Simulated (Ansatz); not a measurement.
# CH₃ (doublet): wave-function methods side by side at a displaced geometry (v1), 6-31G

Aim: climb from Hartree-Fock through coupled cluster and multireference methods for CH₃ (doublet) at one geometry and basis, and see what each rung misses.

Program: Ansatz 0.2.0, Gaussian basis. Level of theory: 6-31G, core rule «outside noble gas», up to 1 orbitals frozen. These are calculated values, not measurements.

The runs, in order: UHF; CCSD(T) on ROHF; CCSD(T) on UHF; BCCD(T) on ROHF; CISD as a restricted active space (open shells left free, so some higher excitations enter); CCSDT(Q) on ROHF; CCSDT(Q) on UHF; CISDTQ; CCSDTQ on ROHF; CCSDTQ on UHF; CASSCF and MRCISD+Q, 7 electrons in 7 orbitals; CASSCF and MRCISD+Q(relaxed), 7 electrons in 7 orbitals; CASSCF and NEVPT2, 7 electrons in 7 orbitals; Full CI.

15 further runs of the same task are left out: 5 that didn't finish, 10 set aside as unsound or not needed. Runs told in other sessions of the task aren't counted.

## (1) What is computed

The geometry is a PBE0/def2-TZVP stationary point (not a proven minimum) with its atoms shifted at random (size 0.040 Å).

4 atoms, charge 0, spin multiplicity 2.

Atoms are counted from 1 here; the program's logs count them from 0.

Bond lengths: C1–H2 1.079 Å, C1–H3 1.096 Å, C1–H4 1.125 Å. Angles: H2–C1–H3 117.5°, H2–C1–H4 121.1°, H3–C1–H4 121.2°.

## (2) UHF

The input, in.yaml:

```yaml
crystal:
  periodic: [false, false, false]
  atoms:
    - {symbol: C, position_ang: [0.000627, -0.000495, 0.005959]}
    - {symbol: H, position_ang: [1.079725, -0.002611, -0.005515]}
    - {symbol: H, position_ang: [-0.504355, 0.970904, -0.050541]}
    - {symbol: H, position_ang: [-0.582837, -0.962397, -0.014950]}
basis:
  gaussian: {orbitals: 6-31G}
magnetization: {spin_polarized: true, initial_magnetization: 1}
hamiltonian: {xc: hf}
output: {orbitals: {seedname: orbitals}}
```

Run with:

```bash
$ ansatz run in.yaml --threads 1 --pin off --events-out ev --progress --plain --max-ram 2393MiB
```

Further steps of the session: CCSD(T) on ROHF; CCSD(T) on UHF; BCCD(T) on ROHF; CISD as a restricted active space (open shells left free, so some higher excitations enter); CCSDT(Q) on ROHF; CCSDT(Q) on UHF; CISDTQ; CCSDTQ on ROHF; CCSDTQ on UHF; CASSCF and MRCISD+Q, 7 electrons in 7 orbitals; CASSCF and MRCISD+Q(relaxed), 7 electrons in 7 orbitals; CASSCF and NEVPT2, 7 electrons in 7 orbitals; Full CI.

Q: Predict the results of all the runs planned. Wanted: FCI from the RHF energy; RMP2 from FCI; UMP2 from FCI; RCCSD from FCI; RCCSD(T) from FCI; UCCSD(T) from FCI; RCCSDT(Q) from FCI; UCCSDT(Q) from FCI; NEVPT2 valence from FCI.

As calculated:

| quantity | value |
| --- | --- |
| FCI from the ROHF energy | -2.7169 eV |
| RMP2 from FCI | +568.6 meV |
| UMP2 from FCI | +544.6 meV |
| RCCSD from FCI | +38.4 meV |
| RCCSD(T) from FCI | +8.5 meV |
| UCCSD(T) from FCI | +8.6 meV |
| RCCSDT(Q) from FCI | +0.2 meV |
| UCCSDT(Q) from FCI | -0.1 meV |
| NEVPT2 valence from FCI | +223.8 meV |
| MRCISD+Q valence from FCI | +4.4 meV |
| MRCISD+Q(relaxed) valence from FCI | -2.0 meV |
| levels within 1 kcal/mol (43 meV) | RCCSD, UCCSD, RCCSD(T), UCCSD(T), BCCD(T), RCCSDT, UCCSDT, CISDTQ, RCCSDT(Q), UCCSDT(Q), RCCSDTQ, UCCSDTQ, MRCISD valence, MRCISD+Q valence, MRCISD+Q(relaxed) valence |
| T1 diagnostic | 0.016 |
| effectively unpaired electrons | 1.02 |

In words: RCCSD(T) lands +8.5 meV from the yardstick (0.3 % of the correlation energy). One determinant dominates. Of the multireference levels listed MRCISD+Q(relaxed) valence comes nearest in total energy (-2.0 meV), which doesn't show that its space is the better one. These misses are within one basis, not against nature; the frozen cores of restricted and unrestricted runs differ, which can shift their rows.

Levels on UHF freeze UHF's core orbitals, full CI those of ROHF, so the U rows can settle a little off it for that reason alone.

With open shells the CI space here admits some higher excitations, so it is larger than plain CISD.
